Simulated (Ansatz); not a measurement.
Abridged output of a molecular run in Ansatz:

```
Functional definition: HF
1790 factors; integrals over basis functions are off by at most 9.1e-4 eV
mean field evaluation 1: about -9660.0160 eV, gradient 4.3e1 eV
mean field evaluation 2: about -9660.2558 eV, gradient 4.3e1 eV
mean field evaluation 4: about -9664.5034 eV, gradient 4.5e0 eV
mean field evaluation 8: about -9664.5670 eV, gradient 2.7e-1 eV
mean field -9664.56727633 eV, -355.1662965262 hartree, gradient 2.6e-6 eV, S^2 0.000000; 0 other end points of the search recorded, 0 dependent functions left out
6 core orbitals not correlated: weight in the atoms' cores, before any rotation towards them, 1.000 or more for the frozen orbitals, at most 0.000 for the correlated occupied ones
reference -9664.56727633 eV, -355.1662965262 hartree; 19, 19 occupied and 273, 273 virtual orbitals, 1790 factors
second order -32.42662215 eV of doubles, -0.00000000 eV of singles
cycle   1  -32.76583588 eV  change   -3.4e-1 eV  update   1.1e-1
cycle   2  -33.44730535 eV  change   -6.8e-1 eV  update   3.0e-2
cycle   3  -33.59648166 eV  change   -1.5e-1 eV  update   1.5e-2
cycle   4  -33.58589980 eV  change    1.1e-2 eV  update   2.8e-3
cycle   5  -33.58515518 eV  change    7.4e-4 eV  update   1.2e-3
cycle   6  -33.58599297 eV  change   -8.4e-4 eV  update   3.4e-4
cycle   7  -33.58590430 eV  change    8.9e-5 eV  update   1.4e-4
cycle   8  -33.58582811 eV  change    7.6e-5 eV  update   4.3e-5
cycle   9  -33.58583301 eV  change   -4.9e-6 eV  update   1.5e-5
perturbative correction -1.17277745 eV, -0.0430987762 hartree
Total energy: -9699.32588678 eV, -356.4436519001 hartree
```

Its atoms:

Z-matrix (Å, degrees):
```
C
C 1 1.522
H 1 1.093 2 111.8
H 1 1.091 2 110.3 3 -119.9
H 1 1.092 2 110.8 3 120.6
C 2 1.521 1 112.2 3 179.3
C 2 1.511 1 109.9 3 -56.0
H 2 1.097 1 108.8 3 58.5
H 6 1.091 2 111.5 1 -179.7
H 6 1.092 2 110.8 1 59.7
H 6 1.092 2 110.1 1 -59.6
F 7 1.360 2 110.8 1 175.6
F 7 1.362 2 111.0 1 -65.9
H 7 1.096 2 112.9 1 54.8
```

(1) Which basis set was used?
A. def2-SVP
B. def2-SVPD
C. cc-pV(Q+d)Z
D. def2-TZVPP

(2) Write the keys of the input that set method, charge and spin (a neutral closed shell needs none for the last two).

Answers

(1) D. It gives 298 functions.

(2) 
```yaml
correlation: {method: ccsd_t}
```
